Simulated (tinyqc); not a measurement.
UKS/LDA (PW92) in the sto-3g basis, for OH+, spin multiplicity 3, step by step. One step of it, computed by the program tinyqc.

Problem. Iteration 2: building the Kohn-Sham matrix. J_ij = sum D_kl (ij|kl) with D = D(alpha) + D(beta); F = H + J + V_xc; E = tr D H + tr D J / 2 + E_xc + E_nn.

D(alpha) after iteration 1, lower triangle:
```
            1O 1s      1O 2s    1O 2px    1O 2py    1O 2pz     2H 1s
1O 1s    1.060016
1O 2s   -0.257080   1.113820
1O 2px   0.000000   0.000000  1.000000
1O 2py   0.000000   0.000000  0.000000  1.000000
1O 2pz   0.025254  -0.143618  0.000000  0.000000  0.376447
2H 1s    0.017681  -0.152132  0.000000  0.000000  0.399918  0.424934
```

D(beta) after iteration 1, lower triangle:
```
            1O 1s      1O 2s    1O 2px    1O 2py    1O 2pz     2H 1s
1O 1s    1.060036
1O 2s   -0.257437   1.117448
1O 2px   0.000000   0.000000  0.000000
1O 2py   0.000000   0.000000  0.000000  0.000000
1O 2pz   0.026904  -0.149995  0.000000  0.000000  0.316274
2H 1s    0.019960  -0.170105  0.000000  0.000000  0.396052  0.496346
```

core Hamiltonian H = T + V (hartree), lower triangle:
```
             1O 1s      1O 2s     1O 2px     1O 2py     1O 2pz      2H 1s
1O 1s   -32.067157
1O 2s    -7.458057  -8.694268
1O 2px    0.000000   0.000000  -6.875318
1O 2py    0.000000   0.000000   0.000000  -6.875318
1O 2pz   -0.010372  -0.128166   0.000000   0.000000  -6.951991
2H 1s    -1.031911  -2.419414   0.000000   0.000000  -1.835600  -4.025218
```

Two-electron integrals (ij|kl) in chemists' order, unique and non-zero (hartree):
```
(11|11) 4.785065   (21|11) 0.741380   (21|21) 0.136873   (22|11) 1.118947
(22|21) 0.256633   (22|22) 0.817206   (31|31) 0.024477   (32|31) 0.037809
(32|32) 0.180518   (33|11) 1.115814   (33|21) 0.256684   (33|22) 0.817023
(33|33) 0.880159   (41|41) 0.024477   (42|41) 0.037809   (42|42) 0.180518
(43|43) 0.047444   (44|11) 1.115814   (44|21) 0.256684   (44|22) 0.817023
(44|33) 0.785270   (44|44) 0.880159   (51|51) 0.024477   (52|51) 0.037809
(52|52) 0.180518   (53|53) 0.047444   (54|54) 0.047444   (55|11) 1.115814
(55|21) 0.256684   (55|22) 0.817023   (55|33) 0.785270   (55|44) 0.785270
(55|55) 0.880159   (61|11) 0.102808   (61|21) 0.018839   (61|22) 0.035163
(61|33) 0.035094   (61|44) 0.035094   (61|51) 0.000854   (61|52) 0.001614
(61|55) 0.035305   (61|61) 0.002626   (62|11) 0.274984   (62|21) 0.063969
(62|22) 0.228626   (62|33) 0.224566   (62|44) 0.224566   (62|51) 0.004800
(62|52) 0.038212   (62|55) 0.236519   (62|61) 0.008994   (62|62) 0.082298
(63|31) 0.006383   (63|32) 0.038274   (63|53) 0.007731   (63|63) 0.011147
(64|41) 0.006383   (64|42) 0.038274   (64|54) 0.007731   (64|64) 0.011147
(65|11) 0.208654   (65|21) 0.049128   (65|22) 0.187477   (65|33) 0.179176
(65|44) 0.179176   (65|51) 0.009587   (65|52) 0.067590   (65|55) 0.203864
(65|61) 0.007181   (65|62) 0.082064   (65|65) 0.092058   (66|11) 0.444564
(66|21) 0.105066   (66|22) 0.432620   (66|33) 0.416093   (66|44) 0.416093
(66|51) 0.009346   (66|52) 0.104983   (66|55) 0.465151   (66|61) 0.014864
(66|62) 0.204867   (66|65) 0.233201   (66|66) 0.774606
```

nuclear repulsion = 3.61521579 hartree

V_xc(alpha) (hartree), lower triangle:
```
            1O 1s      1O 2s     1O 2px     1O 2py     1O 2pz      2H 1s
1O 1s   -2.923185
1O 2s   -0.418792  -0.794254
1O 2px   0.000000   0.000000  -0.797424
1O 2py   0.000000   0.000000   0.000000  -0.797424
1O 2pz   0.001668  -0.001145   0.000000   0.000000  -0.773122
2H 1s   -0.058263  -0.214593   0.000000   0.000000  -0.178816  -0.462264
```

V_xc(beta) (hartree), lower triangle:
```
            1O 1s      1O 2s     1O 2px     1O 2py     1O 2pz      2H 1s
1O 1s   -2.885793
1O 2s   -0.390407  -0.654028
1O 2px   0.000000   0.000000  -0.630399
1O 2py   0.000000   0.000000   0.000000  -0.630399
1O 2pz   0.002392   0.001701   0.000000   0.000000  -0.685427
2H 1s   -0.054555  -0.188717   0.000000   0.000000  -0.168276  -0.461544
```

E_xc = sum of w rho eps_xc = -7.61120765 hartree

Give: Coulomb J; F(alpha); F(beta); total energy of this density.

Solution.

Coulomb J (hartree), lower triangle:
```
         1O 1s  1O 2s  1O 2px  1O 2py  1O 2pz  2H 1s
1O 1s   15.455
1O 2s    2.830  6.684
1O 2px   0.000  0.000   6.660
1O 2py   0.000  0.000   0.000   6.660
1O 2pz   0.001  0.078   0.000   0.000   6.708
2H 1s    0.390  1.885   0.000   0.000   1.580  3.847
```

F(alpha) (hartree), lower triangle:
```
          1O 1s   1O 2s  1O 2px  1O 2py  1O 2pz   2H 1s
1O 1s   -19.535
1O 2s    -5.047  -2.805
1O 2px    0.000   0.000  -1.012
1O 2py    0.000   0.000   0.000  -1.012
1O 2pz   -0.008  -0.052   0.000   0.000  -1.017
2H 1s    -0.700  -0.749   0.000   0.000  -0.434  -0.640
```

F(beta) (hartree), lower triangle:
```
          1O 1s   1O 2s  1O 2px  1O 2py  1O 2pz   2H 1s
1O 1s   -19.498
1O 2s    -5.019  -2.664
1O 2px    0.000   0.000  -0.845
1O 2py    0.000   0.000   0.000  -0.845
1O 2pz   -0.007  -0.049   0.000   0.000  -0.929
2H 1s    -0.696  -0.723   0.000   0.000  -0.424  -0.639
```

total energy of this density = -73.56422 hartree
